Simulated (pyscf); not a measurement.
## 1,1-elimination: HN=SiH₂ -> HN=Si: [singlet] + H₂

Gas phase, singlet surface, charge 0. Bonds broken: Si2–H4, Si2–H5. Bonds formed: H4–H5. Single points on ωB97X-D3(BJ)/def2-SVP structures (PySCF, gas phase).

Transition state (Å):

```xyz
5

N      1.0176     1.1545     0.4455
Si     0.7931     0.3029    -0.9130
H      0.2382     1.1420     1.1060
H     -0.7679    -0.4110    -0.8484
H      0.0350    -0.5776    -1.8567
```

One imaginary mode, 1711i cm⁻¹; descent along it reached the two sides named.

| bond | change | reactant side (Å) | saddle | product side |
|---|---|---|---|---|
| Si2–H4 | breaks | 1.493 | 1.718 | 3.7 |
| Si2–H5 | breaks | 1.480 | 1.497 | 3.4 |
| H4–H5 | forms | 2.465 | 1.300 | 0.760 |

Electronic energies relative to the reactant's lowest minimum found (kcal/mol):

```tsv
level	barrier	reaction energy	reverse barrier
ωB97X-D3(BJ)/def2-TZVP	82.0	+7.5	74.5
PBE/def2-TZVP	68.3	+5.0	63.3
r²SCAN/def2-TZVP	73.6	+7.2	66.4
B3LYP-D3(BJ)/def2-TZVP	76.3	+4.5	71.9
PBE0-D3(BJ)/def2-TZVP	75.4	+7.5	67.8
M06-2X/def2-TZVP	79.5	+1.6	77.9
ωB97M-D3(BJ)/def2-TZVP	79.0	+2.7	76.2
HF/def2-TZVP	96.2	+5.8	90.4
```

With ωB97M-D3(BJ)/def2-TZVP energies and thermal terms (ideal gas, 1 atm, RRHO with modes under 100 cm⁻¹ raised to 100, one conformer, R ln 2 for chiral ones without a mode under 150 cm⁻¹), in kcal/mol:

| T (K) | ΔH‡ | ΔG‡ | ΔH | ΔG |
|---|---|---|---|---|
| 298 | 76.1 | 76.0 | +0.9 | -6.3 |
| 600 | 76.0 | 75.9 | +1.6 | -13.9 |
| 900 | 75.8 | 75.8 | +1.7 | -21.8 |
| 1200 | 75.4 | 75.9 | +1.3 | -29.5 |

HN=SiH₂ lies 18.2 kcal/mol over its isomer H₂N–SiH: [singlet] (electronic energy, ωB97M-D3(BJ)/def2-TZVP). One saddle was located; it need not be the lowest between these sides.
